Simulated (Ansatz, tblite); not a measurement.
# The cluster Au₂F₂: a ladder of methods and basis sets

An exercise on one series of results from a longer session: the logs are not shown, and one member is left open.

Computed with Ansatz 0.2.0, Gaussian basis. Level: as each input shows.

Plan: GFN1-xTB, GFN2-xTB, PBE-D4/def2-TZVP, r2SCAN-D4/def2-TZVP, r2SCANh-D4/def2-TZVP, revPBE-D4/def2-TZVP, ωB97X-V/def2-TZVP, BLYP-D4/def2-TZVP, BHLYP-D4/def2-TZVP, PBE-D4/def2-SVP, PBE0-D4/def2-SVP, PBE0-D4/def2-TZVPD, PBE-D4/def2-TZVPD, r2SCAN-D4/def2-TZVPD, CCSD(T)/def2-TZVP, RPA/def2-TZVP.

1 further run of the same task is left out (set aside as unsound or not needed). Runs told in other sessions of the task aren't counted.

## The structure

The singlet was relaxed beforehand with PBE0-D4/def2-TZVP. At that level it is the lowest of the isomers that a small search found.

4 atoms, charge 0, spin multiplicity 1.

Bond lengths: Au1–Au2 2.532 Å, Au2–F3 1.916 Å, Au2–F4 1.916 Å. Angles: Au1–Au2–F3 90.7°, Au1–Au2–F4 90.7°, F3–Au2–F4 178.6°.

Geometry (Å):

```xyz
4
Au2F2
Au   -0.4813    1.8485   -0.0391
Au    0.1565   -0.6012    0.0127
F     2.0134   -0.1440   -0.1003
F    -1.6887   -1.1032    0.1266
```

Au takes a core potential in the def2 sets. No spin-orbit coupling is included.

PBE0-D4/def2-TZVP was run before; its log isn't repeated, and its numbers join the tables.

The first run:

Tight binding, by tblite at 300 K electronic temperature and without a spin-polarisation term:

```python
tblite.interface.Calculator('GFN1-xTB', numbers, positions, charge=0, uhf=0).singlepoint()
```

Tight binding, by tblite at 300 K electronic temperature and without a spin-polarisation term:

```python
tblite.interface.Calculator('GFN2-xTB', numbers, positions, charge=0, uhf=0).singlepoint()
```

start.molden holds the orbitals of an earlier run on this state, given as this run's starting guess.

Input file in.yaml:

```yaml
crystal:
  periodic: [false, false, false]
  atoms:
    - {symbol: Au, position_ang: [-0.481286, 1.848469, -0.039069]}
    - {symbol: Au, position_ang: [0.156534, -0.601202, 0.012707]}
    - {symbol: F, position_ang: [2.013420, -0.144018, -0.100282]}
    - {symbol: F, position_ang: [-1.688668, -1.103248, 0.126644]}
basis:
  gaussian: {orbitals: def2-TZVP, initial_orbitals: start.molden}
hamiltonian: {xc: pbe, dispersion: d4}
scf: {omitted_lower_state_checks: [starts]}
output: {orbitals: {seedname: orbitals}}
```

The run is started by

```sh
> ansatz run in.yaml --threads 4 --pin off --events-out ev --progress --plain --max-ram 3916MiB
```

Among the steps run: PBE-D4/def2-TZVP; r2SCAN-D4/def2-TZVP; r2SCANh-D4/def2-TZVP; revPBE-D4/def2-TZVP; ωB97X-V/def2-TZVP; BLYP-D4/def2-TZVP; BHLYP-D4/def2-TZVP; PBE-D4/def2-SVP; PBE0-D4/def2-SVP; PBE0-D4/def2-TZVPD; PBE-D4/def2-TZVPD; r2SCAN-D4/def2-TZVPD; CCSD(T)/def2-TZVP; RPA/def2-TZVP.

One of the session's tables, all rows but one given; the rest of the session is left out.

It belongs to the step «Binding energy». 

| level | binding an atom (eV) |
| --- | --- |
| HF/def2-TZVP | 0.759 |
| PBE-D4/def2-SVP | 2.110 |
| PBE-D4/def2-TZVP | 2.113 |
| PBE-D4/def2-TZVPD | 2.135 |
| revPBE-D4/def2-TZVP | 1.960 |
| BLYP-D4/def2-TZVP | 2.018 |
| r2SCAN-D4/def2-TZVP | 2.041 |
| r2SCAN-D4/def2-TZVPD | 2.068 |
| r2SCANh-D4/def2-TZVP | 1.939 |
| PBE0-D4/def2-SVP | 1.826 |
| PBE0-D4/def2-TZVP | 1.860 |
| PBE0-D4/def2-TZVPD | 1.887 |
| BHLYP-D4/def2-TZVP | 1.603 |
| ωB97X-V/def2-TZVP | 1.916 |
| RPA/def2-TZVP | 1.681 |
| MP2/def2-TZVP | 2.000 |
| CCSD/def2-TZVP | ? |
| CCSD(T)/def2-TZVP | 1.854 |

Q: Estimate the row for CCSD/def2-TZVP from the others.

As computed: binding an atom (eV): 1.729. In the column «binding an atom (eV)» it lies between RPA/def2-TZVP (1.681) and PBE0-D4/def2-SVP (1.826).

Limits of these values: Free atoms were run apart at each level; binding is atoms less cluster, divided by the number of atoms, without zero-point or spin-orbit terms.
